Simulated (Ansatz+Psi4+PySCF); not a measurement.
Results of a calculation; reference values are marked as such.
## PySCF 2.14.0 run

```python
from pyscf import gto, scf, mp

# the (T+d) and (D+d) sets load through basis_set_exchange
mol = gto.M(atom="""
H 0.000000 0.000000 -1.444370
Cl 0.000000 0.000000 0.084960
""", basis={'Cl': 'cc-pv(t+d)z', 'H': 'cc-pvtz'}, charge=0, spin=0)
mf = scf.RHF(mol)
mf.kernel()
pt = mp.MP2(mf, frozen=5).run()
print(mf.e_tot, pt.e_corr, pt.e_tot)
```

The script is written out from the run's settings.

Results

```yaml
Converged: yes
Reference_energy: -460.07834 hartree
Correlation_energy: -0.20610 hartree
Total_energy: -460.28444 hartree
Spin_squared_of_the_determinant: 0.000
```

Caution: stretched shape with no unrestricted run beside it, a lower state can exist.
